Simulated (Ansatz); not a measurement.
Geometry optimisation, Ansatz 0.2.0, RKS PBE-D4/def2-SVP.

Input file:

```yaml
crystal:
  periodic: [false, false, false]
  atoms:
    - { symbol: B, position_ang: [-0.134152, 0.416603, -0.512201] }
    - { symbol: "N", position_ang: [-0.080213, 0.063385, 2.215561] }
    - { symbol: H, position_ang: [-0.864885, 0.122001, 2.878442] }
    - { symbol: H, position_ang: [0.771992, 0.005178, 2.791044] }
    - { symbol: H, position_ang: [0.844223, -0.282712, -0.687326] }
    - { symbol: "N", position_ang: [-1.382189, -0.002683, -0.986079] }
    - { symbol: H, position_ang: [-1.539925, -0.923835, -1.394234] }
    - { symbol: H, position_ang: [-2.238899, 0.539283, -0.87257] }
    - { symbol: H, position_ang: [-0.040764, 1.52045, -0.041308] }
    - { symbol: H, position_ang: [-0.039988, 0.996129, 1.749071] }
basis:
  gaussian: { orbitals: def2-SVP }
hamiltonian:
  xc: pbe
  dispersion: d4
relax:
  f_tol: 0.03
  max_steps: 50
```

Launched with:

```bash
$ ansatz run input.yaml --threads 1 --pin off --max-ram 2048MiB --backend cpu --events-out ev --progress --plain --runs-dir out
```

Problem. Where does it end, and by what steps?

Solution. The forces met the threshold. After 21 steps the energy has fallen by 0.356 eV; H4 moved furthest, 1.33 Å. Joined: B1–N2 (2.75 → 1.70 Å).

```
step  energy less start (eV)  largest force component (eV/Å)  accepted
   0                  0.0000                           0.494       yes
   1                 -0.0318                           0.343       yes
   2                 -0.0229                           0.518        no
   3                 -0.0400                           0.067       yes
   4                 -0.0457                           0.087       yes
   5                 -0.0448                           0.639        no
   6                 -0.0524                           0.146       yes
   7                 -0.0608                           0.243       yes
   8                 -0.0693                           0.496       yes
   9                 -0.0817                           0.975       yes
  10                 -0.1108                           0.684       yes
  11                 -0.1334                           0.666       yes
  12                 -0.1797                           0.615       yes
  13                 -0.2393                           0.618       yes
  14                 -0.2644                           0.587       yes
  15                 -0.2946                           1.173       yes
  16                 -0.3348                           0.358       yes
  17                 -0.3502                           0.132       yes
  18                 -0.3533                           0.139       yes
  19                 -0.3552                           0.036       yes
  20                 -0.3554                           0.045       yes
  21                 -0.3555                           0.012       yes
```

```xyz
10
Properties=species:S:1:pos:R:3
B -0.186 0.515 0.006
N -0.112 0.349 1.700
H -0.996 0.677 2.116
H -0.020 -0.647 1.947
H 0.917 0.071 -0.343
N -1.375 -0.283 -0.420
H -1.179 -1.089 -1.019
H -2.137 0.248 -0.848
H -0.286 1.744 -0.125
H 0.669 0.870 2.127
```

Whether the end is a true minimum wasn't checked by a vibrational analysis.

The run took 42 s on 1 thread of Arm Neoverse V1 (shared host), peak memory 0.1 GiB.
